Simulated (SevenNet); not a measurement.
## Antiferromagnetic bcc Cr

Calculation: the machine-learned potential SevenNet-0 (trained on PBE and PBE+U data).

Cell (relaxed at this level):

```
CELL_PARAMETERS angstrom
     -1.42724     1.42724     1.42724
      1.42724    -1.42724     1.42724
      1.42724     1.42724    -1.42724
ATOMIC_POSITIONS crystal
  Cr 0.00000 0.00000 0.00000
```

| Quantity | Value |
|---|---|
| vacancy formation energy | 1.66 eV |

Measured, for comparison: vacancy formation energy 2 eV (no zero-point or thermal correction, monovacancy, our sources range from 2.00 to 2.27; as tabulated in Nandi et al. (2010), arXiv:0904.3859). Computed (rounded) less measured: vacancy formation energy not scored (sources differ).

A machine-learned potential is trained on density-functional data: it inherits that level's misses and adds fitting errors of its own.
